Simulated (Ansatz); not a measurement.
Anatase TiO₂ (metastable phase), treated with PBE-D4 (PAW; Ansatz, an electronic-structure program).

Numerical settings: plane-wave cutoff 520 eV, 12×12×12 k mesh, Fermi–Dirac smearing 0.01 eV, no spin polarisation, scalar-relativistic PAW data made under PBE.

Cell (relaxed at this level):

```cif
data_O4Ti2
_chemical_formula_sum 'Ti2 O4'
_space_group_name_H-M_alt 'P 1'
_space_group_IT_number 1
_cell_length_a 5.49629
_cell_length_b 5.49629
_cell_length_c 5.49629
_cell_angle_alpha 139.742
_cell_angle_beta 139.742
_cell_angle_gamma 58.245
loop_
_space_group_symop_operation_xyz
  'x, y, z'
loop_
_atom_site_label
_atom_site_type_symbol
_atom_site_fract_x
_atom_site_fract_y
_atom_site_fract_z
_atom_site_occupancy
Ti1 Ti 0.75000 0.25000 0.50000 1
Ti2 Ti 0.00000 0.00000 0.00000 1
O1 O 0.54247 0.04247 0.50000 1
O2 O 0.79247 0.79247 0.00000 1
O3 O 0.20753 0.20753 0.00000 1
O4 O 0.95753 0.45753 0.50000 1
```

Question: Give the computed direct gap at Γ, smallest direct gap on the k points sampled, band gap and pressure derivative B′ of the bulk modulus.

Answer: 
- direct gap at Γ: 2.59 eV
- smallest direct gap on the k points sampled: 2.46 eV
- band gap: 2.13 eV (indirect)
- pressure derivative B′ of the bulk modulus: 2.4

Note: the bulk modulus comes from volumes at which shape and atoms were relaxed.

It cost around 8 core-minutes (rough) of CPU time.
